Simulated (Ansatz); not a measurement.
## B2ClH3, SMILES BBCl: a rigid torsion scan, step by step

With Ansatz 0.2.0, Python API.

Notebook, run cell by cell (the value of a cell's last expression is shown):

In [1]:
```python
import ansatz as az
from ase import Atoms
```

In [2]:
```python
atoms = Atoms(["B", "B", "Cl", "H", "H", "H"], positions=[
    (-0.2601, -0.0028, -0.8262),
    (0.4093, -0.0803, 0.6472),
    (-0.6252, 0.1162, 2.1668),
    (0.4116, -0.0705, -1.8225),
    (-1.4663, 0.2434, -0.9358),
    (1.5727, -0.2701, 0.7244),
])
```

In [3]:
```python
# start the scan from a relaxed geometry
first = (
    az.Crystal.molecule_from_ase(atoms).calculation()
    .basis(gaussian="def2-SVP")
    .functional("R2SCAN0")
    .relax(force_tolerance=0.02, max_steps=80)
)
atoms.positions = first.run(threads=1).report["positions_ang"]
```

In [4]:
```python
start = atoms.get_dihedral(2, 1, 0, 3)
energies = {}
for turn in range(0, 360, 40):
    turned = atoms.copy()
    turned.set_dihedral(2, 1, 0, 3, start + turn, indices=[0, 3, 4])
    setup = (
        az.Crystal.molecule_from_ase(turned).calculation()
        .basis(gaussian="def2-SVP")
        .functional("R2SCAN0")
    )
    energies[round((start + turn) % 360)] = setup.run(threads=1).report["free_energy_ev"]
floor = min(energies.values())
print("dihedral Cl2-B1-B0-H3 (deg)   E - E(min) (eV)")
for angle, e in sorted(energies.items()):
    print(f"{angle:8d} {(e - floor):14.3f}  " + "#" * int(30 * (e - floor) / max(max(energies.values()) - floor, 1e-9)))
```
```text
dihedral Cl2-B1-B0-H3 (deg)   E - E(min) (eV)
      31          0.314  ######################
      71          0.045  ###
     111          0.047  ###
     151          0.318  ######################
     191          0.420  #############################
     231          0.165  ###########
     271          0.000
     311          0.169  ###########
     351          0.421  ##############################
```

The lowest point is at 271° and the highest at 351°, 0.421 eV (40.6 kJ/mol) above it, with the rest of the molecule held.

The scan is rigid and the energies are electronic, in a modest basis. With rigid groups the curve can differ much from the relaxed path, the start wasn't checked as a minimum of this torsion, and equivalent turns needn't return to the same energy. Finished in 44 s on 1 thread of Arm Neoverse V2, with other jobs on the host, peak memory 0.2 GiB.
